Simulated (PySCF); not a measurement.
O₂, SMILES O=O (connectivity only; charge and spin as stated), neutral, multiplicity 3. Atoms are numbered in the order given.

```xyz
2

O      0.0000     0.0000    -0.5963
O      0.0000     0.0000     0.5963
```
Charge 0, spin multiplicity 3.

Coordinates come from a PBE0-D3(BJ)/def2-TZVPD optimisation.

Two levels are set side by side: PBE/pcH-1 (PySCF) and PBE0/pcH-1 (PySCF). Contact hyperfine couplings, same geometry. Differences are taken from unrounded values.

```csv
quantity,PBE
"A(iso) of 17O, atom O1 (MHz)",-16.3
"A(iso) of 17O, atom O2 (MHz)",-16.3
```

These are the PBE values. What does PBE0 give? (An estimate is asked for; the answer gives what the named calculation found.)


```tsv
quantity	PBE0	PBE minus PBE0
A(iso) of 17O, atom O1 (MHz)	-36.5	20.2
A(iso) of 17O, atom O2 (MHz)	-36.5	20.2
```

Rough cost on one machine, each run with all the roots and properties that it gave: PBE0 against PBE within a factor of 2.
